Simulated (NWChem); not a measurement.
Ionisation of Li2

```
Li
Li 1 2.7871
```
Charge 0, spin multiplicity 1.

Everything below was run with NWChem. All single points use one geometry, from PBE0/def2-SVP, a minimum by its harmonic frequencies.

Basis set: def2-TZVPD. −ε marks an orbital energy of the parent.

B3LYP has NWChem's definition, with VWN1-RPA local correlation. The structure started from a generated list of species.

For the first vertical ionisation energy, −ε(HOMO) of HF gives 4.89 eV and −ε(HOMO) of PBE gives 3.22 eV. What do −ε(HOMO) of B3LYP, −ε(HOMO) of TPSS, G0W0@PBE0 give?

−ε(HOMO) of B3LYP: 3.64 eV; −ε(HOMO) of TPSS: 3.26 eV; G0W0@PBE0: 5.00 eV.
